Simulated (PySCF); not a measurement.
## Computed NMR parameters against published values

Structure with atom numbers: `[CH3:1][C:2](=[O:3])[CH:4]([CH3:5])[CH3:6]` (H(Xn): hydrogen on atom n).

What is known from experiment: δ $^{13}$C C4 41.6; C5/C6 18.2; δ $^{1}$H H(C4) 2.58; H(C5)/H(C6) 1.11 ppm (measured; solution, not stated per compound (mostly CDCl3 or CCl4); Pretsch, Buehlmann, Badertscher, Structure Determination of Organic Compounds, 4th ed. (2009)).
δ $^{17}$O O3 553.6 ppm (measured; solution, CH3CN, 313 K; J.-C. Zhuo, Molecules 4 (1999) 320).

Theory: NMR shieldings at B97-2/pcSseg-2/GIAO, coordinates at the PBE0-D3(BJ)/def2-TZVP level, in PySCF 2.14 (no solvent, relativity neglected, rapidly exchanging positions averaged, a single conformation).

(1) What does the calculation give, and how does it compare?

(2) How far are the unscaled $^{13}$C shifts from the references?

(3) How far are the unscaled $^{1}$H shifts from the references?

## Answers

(1) 
Reference values: measured (solution, not stated per compound (mostly CDCl3 or CCl4); Pretsch, Buehlmann, Badertscher, Structure Determination of Organic Compounds, 4th ed. (2009)).
| atoms | quantity | reference | computed | computed, scaled |
| --- | --- | --- | --- | --- |
| C4 | δ $^{13}$C | 41.6 | 45.1 | 41.4 |
| C5/C6 | δ $^{13}$C | 18.2 | 21.0 | 18.2 |
| H(C4) | δ $^{1}$H | 2.58 | 2.64 | 2.62 |
| H(C5)/H(C6) | δ $^{1}$H | 1.11 | 1.04 | 1.12 |

Reference values: measured (solution, CH3CN, 313 K; J.-C. Zhuo, Molecules 4 (1999) 320).
```csv
atoms,quantity,reference,computed,"computed, scaled"
O3,δ $^{17}$O vs H2O (external),553.6,–,560.0
```

Computed shifts are σ(ref) − σ with the named reference compound (TMS for H and C) calculated as an isolated molecule at the same level. The measured values may be among those fitted. Empirical linear scaling, fitted to shifts measured mostly in CDCl3 for H and C (δ vs TMS): $^{13}$C: δ = 176.83 − 0.965σ (rms 2.0 ppm, 507 shifts, 2.1 ppm with the 1 outlier that the fit left out); $^{1}$H: δ = 29.81 − 0.938σ (rms 0.14 ppm, 293 shifts, 0.16 ppm with the 4 outliers that the fit left out); $^{17}$O: δ = 275.01 − 0.945σ (rms 12.8 ppm, 79 shifts vs liquid water, solution or neat liquid). Occasional misses reach two or three times the rms, and more in compound classes unlike the fitted ones.

(2) Mean signed difference +3.15 ppm, mean absolute 3.15 ppm over 2 comparisons; the largest is +3.5 ppm at C4 (sp3 CH α to a carbonyl).

(3) Mean signed difference -0.01 ppm, mean absolute 0.07 ppm over 2 comparisons; the largest is -0.07 ppm at H(C5)/H(C6) (hydrogen on a methyl carbon).
